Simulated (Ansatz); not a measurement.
Two isomers of C4H7FO: A = `CO/C(C)=C\F`, B = `CC/C(O)=C/F`.

Calculated with Ansatz (gas phase, PBE0-D4/def2-TZVP geometries, no zero-point term in ΔE). CCSD(T)/CBS is the MP2 limit (def2-TZVPP, def2-QZVPP) plus CCSD(T) − MP2 in def2-TZVPP, frozen cores. Double bonds are as drawn, so ΔE can hold a change between cis and trans. Functionals use def2-TZVPP. B3LYP here is the variant with VWN-RPA as its local correlation; programs differ in this. Each species was taken in one conformer, which may not be the lowest.

**Question.** Which is lower in electronic energy at CCSD(T)/CBS, and by how much? (Estimate.)

**Answer.** The calculation gave: B, by 60.2 kJ/mol.

**Question.** Give E(B) − E(A) in kJ/mol with MP2/def2-TZVPP, r2SCAN-D4, PBE0-D4, CCSD/def2-TZVPP, B3LYP-D4, B3LYP, B2PLYP. (Estimate.)

**Answer.** The calculation gave: MP2/def2-TZVPP -61.5, r2SCAN-D4 -56.2, PBE0-D4 -58.4, CCSD/def2-TZVPP -57.6, B3LYP-D4 -52.1, B3LYP -52.2, B2PLYP -54.8. None reverses the order clearly.

Largest T1 diagnostic: 0.012.

In def2-TZVPP, CCSD(T) changes the Hartree–Fock value by −6.6 kJ/mol (the triples alone add +0.1 kJ/mol) and MP2 by −10.6 kJ/mol.
